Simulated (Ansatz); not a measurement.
Sodium, bcc: convergence with the plane-wave cutoff

Computed with Ansatz, r²SCAN, scalar-relativistic PAW, on the relaxed cell (a = 4.225 Å; spin not included). Errors count from a run at 500 eV on a Γ-centred 17×17×17 mesh with Fermi-Dirac smearing of 0.1 eV, extrapolated to zero width. Fixed here: mesh 11×11×11, Fermi-Dirac width 0.1 eV. The pressure holds a Pulay correction and is unreliable far below the recommended cutoff. The SCF starts from atomic densities corrected by a trained network.

```csv
cutoff (eV),E(σ→0) error (meV/atom),P (GPa),SCF iterations
150,18616.4,0.22,7
200,3037.0,-0.29,7
250,449.5,0.12,6
300,49.7,0.04,6
350,2.4,0.01,6
420,-1.6,0.00,6
500,-2.9,0.00,6
600,-3.1,0.00,6
800,-3.5,-0.01,6
```

Within 5 meV/atom of the last row: from 420 eV on.
